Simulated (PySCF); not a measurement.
# Ways to converge the SCF of Na2

Do solver options change the result for Na2, or only the number of cycles?

Computed with PySCF 2.14.0. Level: method and basis as typed in the scripts.

## 1. Starting geometry

Na2: 2 atoms, charge 0, spin multiplicity 1.

Bond lengths: Na1–Na2 3.308 Å.

## 2. The run that the others are compared with

Contents of input.py:

```python
from pyscf import gto, scf, mcscf, mrpt

mol = gto.M(
    atom='Na 0 0 0; Na 0 0 3.308',
    basis='6-31+g*',
    charge=0,
    spin=0,
    verbose=4,
)
mf = scf.RHF(mol)
mf.kernel()
mc = mcscf.CASSCF(mf, 6, 6)
mc.kernel()
mc.analyze()
mrpt.NEVPT(mc).kernel()
mf.dip_moment()
print('orbital energies (hartree):', mf.mo_energy[..., max(0, mol.nelec[1]-3):mol.nelec[0]+3].round(4))
```

On the command line:

```bash
> OMP_NUM_THREADS=1 python input.py
```

Its log is not repeated here.

It gives: E(SCF) = -323.681562 Eh, 6 cycles, E(CAS) − E(SCF) = -0.02099 Eh, NEVPT2 = -0.00681 Eh, μ = 0.00 D (of the SCF density).

The bond length is a typed value, not an optimised one.

## 3. DIIS space off

Edit 1 changes DIIS space: default → off.

Contents of input.py:

```python
from pyscf import gto, scf, mcscf, mrpt

mol = gto.M(
    atom='Na 0 0 0; Na 0 0 3.308',
    basis='6-31+g*',
    charge=0,
    spin=0,
    verbose=4,
)
mf = scf.RHF(mol)
mf.diis = False
mf.kernel()
mc = mcscf.CASSCF(mf, 6, 6)
mc.kernel()
mc.analyze()
mrpt.NEVPT(mc).kernel()
mf.dip_moment()
print('orbital energies (hartree):', mf.mo_energy[..., max(0, mol.nelec[1]-3):mol.nelec[0]+3].round(4))
```

On the command line:

```bash
> OMP_NUM_THREADS=1 python input.py
```

## 4. Smearing width 0.05 hartree

Edit 2 changes smearing width: none → 0.05 hartree; step after the SCF: nevpt2 → none.

Contents of input.py:

```python
from pyscf import gto, scf

mol = gto.M(
    atom='Na 0 0 0; Na 0 0 3.308',
    basis='6-31+g*',
    charge=0,
    spin=0,
    verbose=4,
)
mf = scf.RHF(mol)
mf = scf.addons.smearing_(mf, sigma=0.05, method='fermi')
mf.kernel()
mf.dip_moment()
print('orbital energies (hartree):', mf.mo_energy[..., max(0, mol.nelec[1]-3):mol.nelec[0]+3].round(4))
```

## 5. Level shift 0.3 hartree

Edit 3 changes level shift: none → 0.3 hartree.

Changes to input.py since step 2:

```diff
@@ -10,2 +10,3 @@
 mf = scf.RHF(mol)
+mf.level_shift = 0.3
 mf.kernel()
```

Q: Predict the outcome of this session. Wanted: for each run, E(SCF); from base; gap; after the SCF.

The runs gave:

```tsv
run	E(SCF) (hartree)	from base (eV)	cycles	gap (eV)	after the SCF
base	-323.681562	0	6	4.38	NEVPT2 correlation -0.757 eV (from the SCF energy, the CASSCF gain included)
DIIS space off	-323.681562	0.0000	11	4.38	NEVPT2 correlation -0.757 eV (from the SCF energy, the CASSCF gain included)
smearing width 0.05 hartree	-323.495453	+5.0643	15	n/a	n/a
level shift 0.3 hartree	-323.681562	0.0000	17	4.38	NEVPT2 correlation -0.757 eV (from the SCF energy, the CASSCF gain included)
```

Distance from each run's final energy (log10 hartree) by cycle:

```tsv
run	cycle 1	cycle 2	cycle 3	cycle 5	cycle 8	cycle 12
base	-3.2	-4.0	-5.5	-9.2	done	done
DIIS space off	-3.2	-4.0	-4.7	-6.1	-8.2	done
smearing width 0.05 hartree	-2.4	-2.0	-2.9	-4.0	-6.9	-7.9
level shift 0.3 hartree	-2.7	-3.0	-3.4	-4.2	-5.5	-7.3
```

**Reading.** With DIIS space off or level shift 0.3 hartree the SCF ends at the base energy. The base needs 6 cycles and the run with level shift 0.3 hartree needs 17.
